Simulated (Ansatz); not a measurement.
Species: CN, SMILES `[C]#N` (charge 0, multiplicity 2).

Problem. Give a relaxed geometry from Ansatz (a quantum-chemistry and plane-wave program) with PBE0-D4/def2-TZVP.

Solution. the end point of this relaxation (outside a Z-matrix the atoms follow the SMILES, hydrogens last).
Cartesian coordinates (Å) in one orientation:
```xyz
2

C      0.580     0.000     0.000
N     -0.580     0.000     0.000
```
